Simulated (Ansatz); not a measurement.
We consider 2H MoS2, described by RPBE in Ansatz (PAW).

Numerical settings: plane-wave cutoff 520 eV, 12×12×4 k mesh (along the axes of the cell as run), Fermi–Dirac smearing 0.01 eV, no spin polarisation, scalar-relativistic PAW data made under PBE.

Cell (relaxed at this level):

```xyz
6
Lattice="1.6048 -2.7795 0.0000 1.6048 2.7795 0.0000 0.0000 0.0000 16.4150" Properties=species:S:1:pos:R:3 pbc="T T T"
Mo     1.6048     0.9265     4.1037
Mo     1.6048    -0.9265    12.3112
S      1.6048     0.9265    13.8754
S      1.6048    -0.9265     5.6679
S      1.6048    -0.9265     2.5396
S      1.6048     0.9265    10.7471
```

Question: Give the computed band gap, smallest direct gap on the k points sampled and Γ–Γ gap.

Answer: 
* **band gap**: 1.45 eV
* **smallest direct gap on the k points sampled**: 1.60 eV
* **Γ–Γ gap**: 2.55 eV

Measured, for comparison: band gap 1.23 eV (room temperature, not corrected to a static lattice, bulk 2H, our sources range from 1.23 to 1.29; as tabulated in Bastos et al. (2019), arXiv:1903.08112).

Note: for a layered or molecular solid the relaxed cell lies over 5 % above the published volume, where the minimum can be shallow; the cell comes from a level without a dispersion term, which matters for the spacing of layers, chains or molecules.

Spin–orbit coupling is not included.

Computed values are for the static lattice.

Ansatz is a first-principles code.
